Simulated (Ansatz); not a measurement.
Worked example: correlation energy of HAlN, quartet

Geometry: a point of a stretch scan, not a stationary point.

```xyz
3

Al    0.0000   -0.0974    0.6214
N     0.0000    0.1148   -1.2857
H     0.0000    1.0117    1.2320
```

Basis 6-31G; Ansatz 0.2.0. Only valence electrons are correlated (noble-gas cores frozen), which leaves 9 electrons in 18 orbitals. R marks a restricted (for open shells ROHF) determinant, U an unrestricted one.

Full CI is exact within this basis and frozen core; it isn't the basis-set limit. The frozen core follows each run's orbitals, which can shift R against U totals by a few meV.

Runs differ by some tens of microhartree through their thresholds and, for an open shell, their frozen cores, so steps under 0.1 kcal/mol mean nothing.

```
    level  total energy (hartree)
      UHF             -296.755640
     UMP2             -296.830936
    UCCSD             -296.850155
 UCCSD(T)             -296.851804
   UCCSDT             -296.852362
UCCSDT(Q)             -296.852537
  full CI             -296.852498
```

Q: What is the correlation energy at full CI, and what share of it do UMP2 and UCCSD(T) recover?

A: E(corr) = -296.852498 − (-296.755640) = -0.096858 hartree = -2.636 eV. UMP2: -0.075296 / -0.096858 = 77.74 %. UCCSD(T): -0.096164 / -0.096858 = 99.28 %.

Q: By how many kcal/mol does UCCSD(T) miss full CI (1 hartree = 627.509 kcal/mol), and which steps make up the rest?

A: -296.851804 − (-296.852498) = 0.000694 hartree = 0.44 kcal/mol. Steps: UCCSDT − UCCSD(T) = -0.35, UCCSDT(Q) − UCCSDT = -0.11, full CI − UCCSDT(Q) = 0.02 kcal/mol. That is within 1 kcal/mol of the reference in this basis, which itself misses far more of the correlation at the basis-set limit.
